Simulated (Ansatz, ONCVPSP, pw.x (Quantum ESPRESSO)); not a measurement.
## What a changed setting does to a pw.x run (fcc W)

Potential: optimised norm-conserving Vanderbilt (ONCV), ONCVPSP 4.0.1, LDA (Perdew-Wang 92); core [Kr] 4d10 4f14, reference 5s2 5p6 5d4 6s1.75 6p0.25; waves: 5s+6s: rc 1.75 bohr, ncon 4, nbas 8, qcut 8.5 1/bohr, 2 projectors; 5p+6p: rc 2.00 bohr, ncon 3, nbas 7, qcut 5.4 1/bohr, 2 projectors; 5d: rc 2.45 bohr, ncon 4, nbas 8, qcut 7 1/bohr, 2 projectors, debl 2.7 Ha; local part: polynomial inside 1.25 bohr (lpopt 5, dvloc0 0 Ha); core correction: Teter function, fcfact 5.5, rcfact 1.35.

The reference run (k-mesh 14³, cutoffs 65/260 Ry, Fermi–Dirac 0.01 Ry, mixing_beta 0.4, conv_thr 1e-9, no spin) gives -4.13 GPa at 15.687 Å³/atom, where all-electron LAPW gives 0.24 GPa. This run, with its own iteration cap, changes diagonalization to paro.

```
&control
  calculation='scf', prefix='x', pseudo_dir='./', outdir='./tmp', tstress=.true., disk_io='none'
/
&system
  ibrav=0, nat=1, ntyp=1, ecutwfc=65, ecutrho=260, nbnd=15,
  occupations='smearing', smearing='fd', degauss=0.01
/
&electrons
  conv_thr=1e-09, mixing_beta=0.4, electron_maxstep=60, diagonalization='paro'
/
ATOMIC_SPECIES
W 1.0 W.UPF
CELL_PARAMETERS angstrom
  0.00000000 1.98687235 1.98687235
  1.98687235 0.00000000 1.98687235
  1.98687235 1.98687235 0.00000000
ATOMIC_POSITIONS crystal
W 0.0000 0.0000 0.0000
K_POINTS automatic
14 14 14 0 0 0
```

```bash
pw.x < W.scf.in > W.scf.out
```

**Question.** How does the run end?

**Answer.** It converges in 7 iterations; the free energy moves by +0.0 meV/atom and the pressure by +0.01 GPa. The result is that of the reference run.

```
Message from routine setup:
     using ibrav=0 with symmetry is DISCOURAGED, use correct ibrav instead
     lattice parameter (alat)  =       5.3099  a.u.
     unit-cell volume          =     105.8611 (a.u.)^3
     number of electrons       =        14.00
     number of Kohn-Sham states=           15
     kinetic-energy cutoff     =      65.0000  Ry
     charge density cutoff     =     260.0000  Ry
     scf convergence threshold =      1.0E-09
     Exchange-correlation= SLA  PW   NOGX NOGC
     number of k points=   104  Fermi-Dirac smearing, width (Ry)=  0.0100
     iteration #  1     ecut=    65.00 Ry     beta= 0.40
     total energy              =    -153.36350396 Ry
     estimated scf accuracy    <       0.04158399 Ry
     iteration #  2     ecut=    65.00 Ry     beta= 0.40
     total energy              =    -153.36393068 Ry
     estimated scf accuracy    <       0.00572663 Ry
     iteration #  3     ecut=    65.00 Ry     beta= 0.40
     total energy              =    -153.36457149 Ry
     estimated scf accuracy    <       0.00026619 Ry
     iteration #  4     ecut=    65.00 Ry     beta= 0.40
     total energy              =    -153.36458644 Ry
     estimated scf accuracy    <       0.00000113 Ry
     iteration #  5     ecut=    65.00 Ry     beta= 0.40
     total energy              =    -153.36458683 Ry
     estimated scf accuracy    <       0.00000017 Ry
     iteration #  6     ecut=    65.00 Ry     beta= 0.40
     total energy              =    -153.36458685 Ry
     estimated scf accuracy    <          3.6E-09 Ry
     iteration #  7     ecut=    65.00 Ry     beta= 0.40
     the Fermi energy is    21.8445 ev
!    total energy              =    -153.36458685 Ry
     estimated scf accuracy    <          4.5E-10 Ry
     smearing contrib. (-TS)   =      -0.00506802 Ry
     The total energy is F=E-TS. E is the sum of the following terms:
     one-electron contribution =     -15.78546525 Ry
     hartree contribution      =      16.38476763 Ry
     xc contribution           =     -34.28930975 Ry
     ewald contribution        =    -119.66951145 Ry
     convergence has been achieved in   7 iterations
          total   stress  (Ry/bohr**3)                   (kbar)     P=      -41.15
     Message from routine punch:
     Nothing written, as per user request (disk_io='none')
```

The run took about 46 s on one core of a shared host (Intel(R) Xeon(R) Processor @ 2.60GHz, 24 threads, 31 GiB, load 12).
